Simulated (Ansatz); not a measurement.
Basis-set extrapolation for C₆H₁₁+ (`C[C+]1CCCC1`) (PBE0-D4/def2-TZVP geometry, frozen core, the Gaussian-basis code of Ansatz). Multiplicity 1, RHF reference.

```
                      def2-TZVPP   def2-QZVPP
                 HF  -233.439681  -233.450341
    MP2 correlation    -0.984190    -1.045780
CCSD(T) correlation    -1.088369      not run
```

Energies in hartree. Use E(X) = E(∞) + A·exp(−7.88·√X) for Hartree–Fock and E(X) = E(∞) + B·X^(−2.97) for correlation, with X = 3 and 4, and add CCSD(T) minus MP2 of the smaller set to the MP2 limit.

**Question.** What is the CCSD(T) energy at the basis-set limit?

**Answer.** HF limit: -233.450341 + (-0.010660) × 0.13774 = -233.45181. MP2 limit: -1.045780 + (-0.061590) × 0.74074 = -1.09140. Higher-order term: -1.088369 − (-0.984190) = -0.10418. Total: -234.64739 hartree, 74.9 kcal/mol below CCSD(T)/def2-TZVPP.
